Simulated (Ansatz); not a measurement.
## Ansatz (development build ahead of 0.2.0) run

```yaml
crystal:
  periodic: [false, false, false]
  atoms:
    - { symbol: C, position_ang: [0.0, -0.27737, -1.37267] }
    - { symbol: C, position_ang: [0.0, 0.62583, 0.0] }
    - { symbol: C, position_ang: [0.0, -0.27737, 1.37267] }
    - { symbol: H, position_ang: [0.0, 0.40278, -2.34799] }
    - { symbol: H, position_ang: [0.95855, -0.98146, -1.42648] }
    - { symbol: H, position_ang: [-0.95855, -0.98146, -1.42648] }
    - { symbol: H, position_ang: [-0.94951, 1.34688, 0.0] }
    - { symbol: H, position_ang: [0.94951, 1.34688, 0.0] }
    - { symbol: H, position_ang: [0.0, 0.40278, 2.34799] }
    - { symbol: H, position_ang: [-0.95855, -0.98146, 1.42648] }
    - { symbol: H, position_ang: [0.95855, -0.98146, 1.42648] }
basis:
  gaussian: { orbitals: def2-TZVP }
hamiltonian:
  xc: hf
```

The input is written out in the form of the current development build from the run's settings.

Results

```yaml
Converged: yes
Total_energy: -118.24438 hartree
Spin_squared_of_the_determinant: 0.000
```

Caution: no unrestricted run beside it, a lower state can exist.
